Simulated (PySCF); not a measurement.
# How methods differ on the ionisation energy of Cl

Cl [Ne] 3s2 3p5 (2P) → Cl⁺ [Ne] 3s2 3p4 (3P), as a difference of total energies. All numbers are calculated (PySCF 2.14, scalar relativity by spin-free X2C-1e, in aug-cc-pVQZ-DK (7s6p4d3f2g, 84 functions)). Correlated levels: valence: [Ne] frozen. The calculations carry no spin-orbit coupling.

| method | ionisation energy (eV) |
| --- | --- |
| UHF | 11.748 |
| MP2 (valence) | 12.850 |
| SCS-MP2 (valence) | 12.867 |
| CCSD (valence) | 12.820 |
| CCSD(T) (valence) | 12.876 |

How much does correlation contribute at CCSD(T) (valence)?

12.876 − (11.748) = 1.128 eV, measured against UHF.

Errors of the correlated levels include the incompleteness of this basis and the frozen core.

For comparison: 12.974 eV (measured; NIST levels, between the centres of gravity of the two terms).
